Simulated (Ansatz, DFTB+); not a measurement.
How well does each level of theory give the lattice parameter a of hcp Hf?

Reference value: 3.194 Å (measured, 293 K, not corrected to a static lattice, our sources range from 3.194 to 3.200; as tabulated in Wikipedia's data pages).

```json
[
 {"level (code)": "GFN1-xTB as cut by DFTB+", "value (Å)": "4.163"},
 {"level (code)": "PBE (Ansatz)", "value (Å)": "___"},
 {"level (code)": "r²SCAN-D4 (Ansatz)", "value (Å)": "3.194"},
 {"level (code)": "PBE0 (Ansatz)", "value (Å)": "3.218"},
 {"level (code)": "Hartree–Fock (Ansatz)", "value (Å)": "3.341"}
]
```

### Question
Fill in the missing entries.

### Answer

- PBE (Ansatz, a program for electronic structure), value (Å): 3.205

Differences against the reference: GFN1-xTB as cut by DFTB+ +30 %, PBE +0.34 %, r²SCAN-D4 0.00 %, PBE0 +0.75 %, Hartree–Fock +4.60 %.

Leaving aside GFN1-xTB as cut by DFTB+ (doubt noted below): The reference is not for a static lattice or low temperature, so close values are not ranked against it. Off by more than 1.25 %, or 1.75 % on the side where a correction would as a rule narrow the miss (bounds picked here): Hartree–Fock (+4.60 %).

The measured value isn't corrected to a static lattice, so vibrations enter the comparison.  Density-functional levels without +SOC have no spin–orbit coupling. GFN1-xTB as cut by DFTB+: the cell has another shape than the first-principles one, perhaps another minimum in the same group. GFN1-xTB as cut by DFTB+: the cell moved over 20 % in volume from its start. GFN1-xTB as cut by DFTB+: the method was fitted mainly to molecules. GFN1-xTB as cut by DFTB+: codes differ in how they cut the long-range tail of xTB's charge interaction in a crystal, so the value belongs to this code. Cutoffs and k meshes differ between the levels. Ansatz's density-functional and Hartree–Fock values are scalar-relativistic unless marked +SOC, with PAW data made under PBE.

Differences are worked out from the printed values.
